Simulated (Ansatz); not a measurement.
Density of states of CsPbBr₃ (Pm-3m, a = 6.003 Å, b = 6.003 Å, c = 6.003 Å, α = 90.00°, β = 90.00°, γ = 90.00°), in states per eV and primitive cell, averaged over bins of 0.3 eV. Method: DFT PBE, scalar-relativistic, plane waves, PAW (Ansatz 0.2.0).

Settings: cutoff 420 eV, Γ-centred mesh 6×6×6 on the computed 5-atom cell, Gaussian smearing of 0.02 eV; no spin polarisation.

The cell is relaxed at this level. The states (both spins) are summed by tetrahedra on a 9×9×9 mesh at the self-consistent density. Energies are bin centres; the table starts no lower than −8 eV and ends at 6 eV, or lower where the solved bands end.

The gap is 1.78 eV at this level, with the zero inside it.

| E − E_F (eV) | total | Br 4p | Pb 6p | Cs 6s | Pb 6s |
| --- | --- | --- | --- | --- | --- |
| -7.90 | 0.30 | 0.02 | 0.00 | 0.00 | 0.25 |
| -7.60 | 0.00 | 0.00 | 0.00 | 0.00 | 0.00 |
| -7.30 | 0.00 | 0.00 | 0.00 | 0.00 | 0.00 |
| -7.00 | 0.00 | 0.00 | 0.00 | 0.00 | 0.00 |
| -6.70 | 0.00 | 0.00 | 0.00 | 0.00 | 0.00 |
| -6.40 | 0.00 | 0.00 | 0.00 | 0.00 | 0.00 |
| -6.10 | 0.00 | 0.00 | 0.00 | 0.00 | 0.00 |
| -5.80 | 0.00 | 0.00 | 0.00 | 0.00 | 0.00 |
| -5.50 | 0.00 | 0.00 | 0.00 | 0.00 | 0.00 |
| -5.20 | 0.00 | 0.00 | 0.00 | 0.00 | 0.00 |
| -4.90 | 0.00 | 0.00 | 0.00 | 0.00 | 0.00 |
| -4.60 | 2.66 | 1.89 | 0.74 | 0.00 | 0.00 |
| -4.30 | 4.02 | 2.90 | 1.04 | 0.00 | 0.03 |
| -4.00 | 2.69 | 2.00 | 0.59 | 0.01 | 0.04 |
| -3.70 | 2.46 | 1.90 | 0.41 | 0.03 | 0.05 |
| -3.40 | 7.32 | 6.26 | 0.47 | 0.37 | 0.06 |
| -3.10 | 5.57 | 5.32 | 0.12 | 0.01 | 0.01 |
| -2.80 | 11.35 | 11.09 | 0.08 | 0.01 | 0.03 |
| -2.50 | 15.77 | 15.36 | 0.13 | 0.04 | 0.12 |
| -2.20 | 5.38 | 4.98 | 0.09 | 0.02 | 0.26 |
| -1.90 | 1.65 | 1.24 | 0.09 | 0.00 | 0.28 |
| -1.60 | 0.92 | 0.66 | 0.06 | 0.00 | 0.19 |
| -1.30 | 0.20 | 0.14 | 0.02 | 0.00 | 0.05 |
| -1.00 | 0.03 | 0.02 | 0.00 | 0.00 | 0.01 |
| -0.70 | 0.00 | 0.00 | 0.00 | 0.00 | 0.00 |
| -0.40 | 0.00 | 0.00 | 0.00 | 0.00 | 0.00 |
| -0.10 | 0.00 | 0.00 | 0.00 | 0.00 | 0.00 |
| 0.20 | 0.00 | 0.00 | 0.00 | 0.00 | 0.00 |
| 0.50 | 0.00 | 0.00 | 0.00 | 0.00 | 0.00 |
| 0.80 | 0.00 | 0.00 | 0.00 | 0.00 | 0.00 |
| 1.10 | 0.54 | 0.03 | 0.44 | 0.00 | 0.00 |
| 1.40 | 1.73 | 0.14 | 1.36 | 0.00 | 0.01 |
| 1.70 | 2.11 | 0.23 | 1.62 | 0.00 | 0.01 |
| 2.00 | 1.90 | 0.27 | 1.41 | 0.00 | 0.01 |
| 2.30 | 1.65 | 0.28 | 1.17 | 0.01 | 0.02 |
| 2.60 | 1.73 | 0.28 | 0.95 | 0.27 | 0.02 |
| 2.90 | 1.93 | 0.31 | 0.88 | 0.47 | 0.02 |
| 3.20 | 1.78 | 0.35 | 1.05 | 0.16 | 0.01 |
| 3.50 | 2.28 | 0.36 | 1.00 | 0.55 | 0.01 |
| 3.80 | 3.30 | 0.42 | 1.04 | 0.71 | 0.00 |
| 4.10 | 6.42 | 0.73 | 1.58 | 1.85 | 0.00 |
| 4.40 | 6.88 | 0.52 | 1.14 | 0.58 | 0.00 |
| 4.70 | 8.02 | 0.13 | 0.19 | 0.23 | 0.01 |
| 5.00 | 6.48 | 0.16 | 0.33 | 0.08 | 0.00 |
| 5.30 | 8.68 | 0.11 | 0.11 | 0.22 | 0.00 |
| 5.60 | 4.57 | 0.04 | 0.03 | 0.10 | 0.00 |

The columns after the total are the main Löwdin projections on the occupied valence shells of the potentials; 3 others are left out. The rest of the total lies in those, in shells that are empty in the free atom, which aren't projected, and between the atoms.

Spin-orbit coupling is left out, which matters for the bands of heavy elements.

Symmetry holds off the tilts and polar distortions that many cubic perovskites undergo.

Cost: 1 run of about 0.39 core-minutes, on AMD EPYC 9R45 (Zen 5) (shared hosts).